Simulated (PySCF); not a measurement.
Stepwise substitution at one centre (Al F-NH2). Gas-phase values, no solvent. Strings in code marks are SMILES.

Quantity: redistribution energy (mixed species minus the weighted end members), in eV.

Level 1: B3LYP/3-21G // B3LYP-D3(BJ)/def2-TZVP (PySCF)
Level 2: PBE/6-31G* // B3LYP-D3(BJ)/def2-TZVP (PySCF)
Level 3: frozen-core MP2/6-31G* // B3LYP-D3(BJ)/def2-TZVP (PySCF)
Level 4: HF/STO-3G // B3LYP-D3(BJ)/def2-TZVP (PySCF)

```tsv
species	level 2	level 3	level 4
1 of 3 F replaced by NH2: `[NH2][Al]([F])[F]`	-0.191	-0.186	-0.094
2 of 3 F replaced by NH2: `[NH2][Al]([NH2])[F]`	-0.178	-0.175	-0.089
```

**Question.** What does level 1 give for each?

**Answer.** 
- 1 of 3 F replaced by NH2: `[NH2][Al]([F])[F]`: -0.372
- 2 of 3 F replaced by NH2: `[NH2][Al]([NH2])[F]`: -0.363
